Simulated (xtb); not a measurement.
nitrogen (N₂), SMILES N#N. All values are semi-empirical tight-binding results from xtb (GFN2-xTB unless named), good for trends rather than for accurate numbers. The structure is a stationary point at GFN2-xTB.

```
Quantity                                       Result
--------------------------------------  -------------
point group as xtb finds it                       D∞h
orbital gap                                   4.13 eV
dipole moment                                  0.00 D
static polarisability (D4 model)           13.2 bohr³
solvation energy, GFN2-xTB/ALPB(water)  -6.0 kcal/mol
solvation energy, GFN2-xTB/ALPB(dmf)    -3.3 kcal/mol
```
